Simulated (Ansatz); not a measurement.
Molecule: CH2O2 (charge +1, doublet). 
Coordinates optimised at B3LYP-D3(BJ)/def2-TZVP (Ansatz, a quantum-chemistry and plane-wave program):
```
C
O 1 1.2502
O 1 1.2701 2 125.68
H 3 0.9835 1 116.12 2 0.00
H 1 1.1046 2 115.81 3 -180.00
```
Charge +1, spin multiplicity 2.

Basis-set convergence of Hartree-Fock and MP2 correlation energies (hartree) with Ansatz. Correlated levels leave the core frozen unless marked. Open shells are spin-unrestricted. Spin-orbit coupling is left out. Non-relativistic.

```tsv
basis	functions	E(HF)	E(corr, MP2)
cc-pVDZ	-	-188.43261	-0.44191
cc-pVTZ	118	___	___
```

Problem. Fill in the missing entries.

Solution. 
- cc-pVTZ, E(HF): -188.48985
- cc-pVTZ, E(corr, MP2): -0.55924
